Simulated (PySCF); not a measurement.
The numbers are results of TPSSh-D3(BJ)/def2-TZVP // B3LYP-D3(BJ)/def2-TZVP (PySCF), not measurements. Gas-phase values, no solvent. One relaxed conformer stands for a flexible species; it need not be the lowest. Excitations are Tamm–Dancoff values on a coarser integration grid. The basis has no diffuse functions, so Rydberg states are missing or too high.

Reference species (SMILES): `C=C` (neutral, multiplicity 1).

| Item | Result |
|---|---|
| HOMO–LUMO gap | 6.91 eV |
| S1 excitation (TDA) | 8.24 eV |

Changed species: `C=C[SeH]` (C–C–Se–H torsion 0°) (X = selanyl; the reference has X = H).

Question: Give the shifts of the HOMO–LUMO gap and S1 excitation (TDA).

Answer: the HOMO–LUMO gap decreases by 1.54 eV, to 5.37 eV; the S1 excitation (TDA) falls by 3.39 eV, to 4.85 eV.
